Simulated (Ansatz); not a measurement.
Molecule: CHO, charge 1, multiplicity 1. 
Geometry from a B3LYP-D3(BJ)/def2-TZVP (Ansatz, a program for electronic structure) optimisation:
```xyz
3

C      0.0000     0.0000    -0.5143
O      0.0000     0.0000     0.5871
H      0.0000     0.0000    -1.6107
```
Charge +1, spin multiplicity 1.

Basis-set convergence of Hartree-Fock and MP2 correlation energies (hartree) with Ansatz. Correlated levels leave the core frozen unless marked. No spin-orbit coupling. No relativistic terms.

| basis | functions | E(HF) | E(corr, MP2) |
|---|---|---|---|
| def2-SVP | 33 | -112.87566 | -0.29968 |
| def2-TZVPP | 76 | -113.01606 | -0.36128 |
| def2-QZVPP | 144 | -113.02107 | -0.38675 |

Extrapolating the two largest sets (X = 3 and 4) as X^-3: E(corr) = (64·(-0.38675) - 27·(-0.36128))/37 = -0.4053 Eh, an estimate of the basis-set limit. The largest set recovers 95.4 % of it, the smallest 73.9 %.
